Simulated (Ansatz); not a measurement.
The input, for Ansatz 0.2.0:

```yaml
crystal:
  periodic: [false, false, false]
  atoms:
    - {symbol: Ge, position_ang: [0.000000, 0.000000, 0.000000]}
    - {symbol: O, position_ang: [0.000000, 0.000000, 1.685800]}
basis:
  gaussian: {orbitals: aug-cc-pVDZ, point_charges: [{charge: 0.50, position_ang: [4.188, 0.419, -0.750]}]}
total_charge: -1
magnetization: {spin_polarized: true, initial_magnetization: 3}
correlation: {method: ccsd, electrons: outside_noble_gas}
accuracy: high
scf: {omitted_lower_state_checks: [cluster_reference]}
output: {forces: true}
```

```sh
$ ansatz run in.yaml --threads 1 --pin off --events-out ev --progress --plain --max-ram 2393MiB
```

Output:

```
these checks for a lower state are left out or cut short: cluster_reference
1038 factors; integrals over basis functions are off by at most 4.4e-9 eV
mean field evaluation 1: about -58501.4377 eV, gradient 3.3e1 eV
mean field evaluation 2: about -58501.4581 eV, gradient 3.3e1 eV
mean field evaluation 4: about -58509.0039 eV, gradient 5.9e0 eV
mean field evaluation 8: about -58509.4792 eV, gradient 3.5e-1 eV
mean field evaluation 16: about -58510.0745 eV, gradient 6.2e-1 eV
mean field evaluation 32: about -58510.1572 eV, gradient 1.9e-8 eV
mean field evaluation 64: about -58510.1568 eV, gradient 6.6e-2 eV
mean field evaluation 96: about -58510.1245 eV, gradient 1.2e0 eV
mean field evaluation 128: about -58509.4519 eV, gradient 2.1e-5 eV
mean field evaluation 160: about -58510.1514 eV, gradient 5.6e-1 eV
mean field -58510.15723046 eV, -2150.2086186103 hartree, gradient 1.6e-8 eV, S^2 3.787781; 14 other end points of the search recorded, 0 dependent functions left out
15 core orbitals not correlated: weight in the atoms' cores, before any rotation towards them, 0.968 or more for the frozen orbitals, at most 0.030 for the correlated occupied ones
reference -58510.15723046 eV, -2150.2086186103 hartree; 7, 4 occupied and 37, 40 virtual orbitals, 1038 factors
second order -5.78941048 eV of doubles, -0.00000000 eV of singles
...
cycle  21  -6.48342697 eV  change   -7.3e-8 eV  update   8.0e-8
cycle  22  -6.48342696 eV  change    1.3e-8 eV  update   5.1e-8
cycle  23  -6.48342696 eV  change  -2.5e-10 eV  update   3.5e-8
cycle  24  -6.48342695 eV  change    4.2e-9 eV  update   2.2e-8
cycle  25  -6.48342674 eV  change    2.1e-7 eV  update   7.6e-8
cycle  26  -6.48342672 eV  change    1.5e-8 eV  update   2.7e-8
cycle  27  -6.48342671 eV  change    1.3e-8 eV  update   1.1e-8
cycle  28  -6.48342671 eV  change  -2.7e-10 eV  update   5.7e-9
cycle  29  -6.48342671 eV  change    1.8e-9 eV  update   2.4e-9
cycle  30  -6.48342671 eV  change   1.5e-10 eV  update   1.0e-9
the calculation of the forces begins
Total energy: -58516.64065716 eV, -2150.4468801472 hartree
Atom 0 at     0.000000     0.000000     0.000000 Å, force     0.498703     0.049894    -7.477758 eV/Å
Atom 1 at     0.000000     0.000000     1.685800 Å, force     0.000821     0.000082     7.387971 eV/Å
Dipole moment:    -0.627454    -0.062775     0.358449 e Å
Checks for a lower state left out: cluster_reference
```

Forces (eV/Å):
```
Ge   0.499  0.050 -7.478
O    0.001  0.000  7.388
```

Ran on 1 thread of Arm Neoverse V1, shared host: 22 s wall, 0.26 GiB peak host memory.
